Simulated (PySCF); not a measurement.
Compound: C2H4S (charge -1 and doublet state).
SMILES with atom numbers: `[CH3:1][CH:2][S-:3]` (hydrogens: H4, H5, H6 on C1; H7 on C2)

Geometry (GFN2-xTB, Å), atoms numbered from 1 in this order:
```
atom  x, y, z in Å
C1    -0.6389   -0.1644    0.1114
C2     0.6972    0.3456   -0.3194
S3     2.0620   -0.6749   -0.3268
H4    -0.8242   -0.0602    1.1981
H5    -1.4515    0.3749   -0.3979
H6    -0.7238   -1.2244   -0.1321
H7     0.8826    1.4084   -0.1604
```

The calculation used PySCF, UKS B3LYP, pcH-1 on C H S, non-relativistic, mean-field spin-orbit, GIAO. Whether the extra electron is bound in the gas phase wasn't checked; a finite basis holds it in any case. The geometry wasn't refined by DFT: couplings that depend on bond lengths, twists or pyramidal angles can differ widely from those at the functional's own minimum, by a factor of two or more for some ions and for spin on atoms past the first row.

(1) Break the g tensor into its mass correction, gauge correction and orbital-Zeeman/spin–orbit terms.

(2) Average each term over the three axes. Which is largest in size?

(3) At 93.673 GHz, how far is the centre of the isotropic spectrum from where a free electron (g = 2.002319) resonates?

(4) What are the electron Larmor frequencies g μB B/h along the three axes at 350 mT?

(5) In a frozen sample, at which fields do the three g values resonate at 9.5, 34, 94 and 263 GHz (hyperfine left aside), and which band first spreads them over more than twice a line width of 1.0 mT?

Answers

(1) 
| Δg (ppt) | 1 | 2 | 3 |
| --- | --- | --- | --- |
| relativistic mass correction | -0.17 | -0.17 | -0.17 |
| gauge correction | -0.01 | 0.03 | 0.03 |
| orbital Zeeman/spin–orbit | -0.29 | 7.41 | 11.29 |
| total | -0.47 | 7.27 | 11.15 |

So g = 2.00185, 2.00959, 2.01347 and g_iso = 2.00830; the tensor is rhombic: the two nearest values differ by 33 % of g3 − g1. Axes: g3 points within 8° of the C2–S3 bond.

(2) The orbital-Zeeman/spin–orbit term 6.13, the mass correction -0.17 and the gauge correction 0.02 ppt, for a total of 5.99 ppt. The orbital-Zeeman/spin–orbit term is the largest in size. The mass correction is the same along every axis, so the anisotropy comes from the other two: their spans along these axes are 0.04 (gauge) and 11.58 ppt (orbital Zeeman/spin–orbit).

(3) B = hν/(g μB) with μB/h = 13.99624 MHz/mT gives 3342.49 mT for the free electron and 3332.52 mT at g_iso, 9.96 mT lower.

(4) 9.8064, 9.8444, 9.8634 GHz for g1, g2 and g3, a range of 56.9 MHz.

(5) 
| band | GHz | B(g3) mT | B(g2) mT | B(g1) mT | spread mT |
| --- | --- | --- | --- | --- | --- |
| X | 9.5 | 337.11 | 337.76 | 339.06 | 1.96 |
| Q | 34.0 | 1206.48 | 1208.81 | 1213.49 | 7.00 |
| W | 94.0 | 3335.57 | 3342.02 | 3354.94 | 19.36 |
| J | 263.0 | 9332.51 | 9350.54 | 9386.69 | 54.18 |

The spread grows in proportion to the frequency. Q band is the first where it exceeds 2.0 mT.

The Mulliken spin populations are largest on C2 (+0.68), S3 (+0.33) and H4 (+0.06). The angles at C2 add up to 353.8°, so it is slightly pyramidal.

The HOMO–LUMO gaps are 3.94 eV among the α and 4.29 eV among the β orbitals.
